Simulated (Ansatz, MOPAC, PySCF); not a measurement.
Process, species as SMILES: O=CN + H+ → NC=[OH+] (at O, the best of the heteroatom sites tried; carbon was not tried)

Property: proton affinity (enthalpy at 298 K), in kcal/mol. Positive where the reaction releases energy. Terms: 6-311+G** with 5d; non-relativistic; spin-orbit terms left out; dispersion terms only where a functional's name holds one; valence correlation only; LANL2DZ all-electron up to Ne; 6-31G* and kin with 6d, 5d where marked. CBS marks a two-point X^-3 extrapolation of the correlation energy; Hartree-Fock from the larger set. [CCSD(T)-MP2]/basis is that difference in the basis named. First-principles rows: single points at B3LYP-D3(BJ) geometries (Ansatz, a program for electronic structure), with unscaled harmonic terms from B3LYP/6-31G* (Ansatz) at its own minima. Semi-empirical rows: MOPAC heats of formation at their own minima for 298 K, the proton's as measured.

Coupled cluster (Ansatz) is a level with limits of its own, used here on species with T1 under 0.025 (0.045 for open shells) and stable references: RI-MP2/CBS(aug-cc-pVTZ,aug-cc-pVQZ)+[CCSD(T)-MP2]/aug-cc-pVTZ.

Value to compare with, RI-MP2/CBS(aug-cc-pVTZ,aug-cc-pVQZ)+[CCSD(T)-MP2]/aug-cc-pVTZ (Ansatz): 196.3 kcal/mol.

| level | program | proton affinity (enthalpy at 298 K) (kcal/mol) | difference |
|---|---|---|---|
| AM1 | MOPAC | 198.8 | 2.5 |
| PBE/3-21G | Ansatz | 199.3 | 3.0 |
| PBE/LANL2DZ | Ansatz | 193.6 | -2.7 |
| PBE/6-311+G** | Ansatz | 192.9 | -3.4 |
| BLYP/6-31G* | Ansatz | 196.8 | 0.5 |
| BP86/def2-SVP | PySCF | 198.2 | 1.9 |
| BP86/6-31G* (5d) | PySCF | 197.0 | 0.7 |
| B3LYP/6-31G* | Ansatz | 197.5 | 1.2 |
| B3LYP/cc-pVDZ | Ansatz | 200.4 | 4.1 |
| PBE0/6-31G* | Ansatz | 197.5 | 1.2 |
| PBE0/6-311+G** | Ansatz | 195.6 | -0.7 |
| MP2/LANL2DZ | Ansatz | 191.7 | -4.6 |
| MP2/6-31G* | Ansatz | 194.4 | -1.9 |
| PBE/def2-TZVPD | Ansatz | 194.2 | -2.1 |
| B3LYP/def2-TZVPD | Ansatz | 195.4 | -0.9 |

8 of the 13 habitual levels lie above RI-MP2/CBS(aug-cc-pVTZ,aug-cc-pVQZ)+[CCSD(T)-MP2]/aug-cc-pVTZ (Ansatz); their mean absolute difference is 2.2 kcal/mol, the median 1.9.

The levels are drawn from those run, B3LYP/6-31G* more often than the rest, none by its result; left out are runs that failed, that the program found above a lower state of the same kind, or whose <S^2> lies over 0.5 above the pure value.
